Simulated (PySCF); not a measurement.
BH5N2.
SMILES: `NBN`

Torsions of this conformer, `[NH2:1][BH:2][NH2:3]`: H–N1–B2–N3 180°, H–N1–B2–N3 0°, H–N3–B2–N1 180°, H–N3–B2–N1 0°.

The closed-shell ground state was solved at several levels (PySCF, density fitting, gas phase, non-relativistic). Isolated species at its GFN2-xTB geometry, gas phase.

```tsv
level	basis functions	HOMO (eV)	LUMO (eV)	gap (eV)	dipole (D)
B3LYP/def2-SVPD	100	-6.68	0.25	6.93	1.35
B3LYP/pcJ-1	131	-6.45	1.27	7.72	1.46
```

**Question.** What might PBE0/pcSseg-1 (76 basis functions) give for the same quantities?

**Answer.** HOMO -6.73 eV, LUMO 1.65 eV, gap 8.38 eV, dipole 1.44 D.

**Question.** Over all these levels, which gives the widest orbital gap and which the narrowest?

**Answer.** PBE0/pcSseg-1 (global hybrid, 25 % exact exchange) has the widest, 8.38 eV, and B3LYP/def2-SVPD (global hybrid, 20 % exact exchange) the narrowest, 6.93 eV. Functional and basis both differ between the two, so the spread mixes both effects.

**Question.** How far do the dipole and the HOMO energy spread over the levels?

**Answer.** The dipole runs from 1.35 to 1.46 D (mean 1.41 D) and the HOMO from -6.73 to -6.45 eV.
